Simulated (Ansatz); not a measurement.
System: CaB6-type CaB₆. Method: PBE (Ansatz, an electronic-structure program, PAW).

Numerical settings: plane-wave cutoff 520 eV, 8×8×8 k mesh, Fermi–Dirac smearing 0.01 eV, scalar-relativistic PAW data made under PBE.

Computed at the level's own relaxed cell.

Problem. Give the computed equilibrium lattice constant a.

Solution. 
- equilibrium lattice constant a = 4.148 Å

The run finds no gap.

Measured, for comparison: lattice constant a 4.151 Å (temperature not stated, not corrected to a static lattice; as tabulated in Singh (2010), arXiv:1009.1807). Computed (rounded) less measured: lattice constant a -0.1 %.

Note: the gap of the solid is closed in this run; this level leaves the solid without a gap, although one is measured.

It cost about 23 core-seconds (a rough figure) of CPU time.
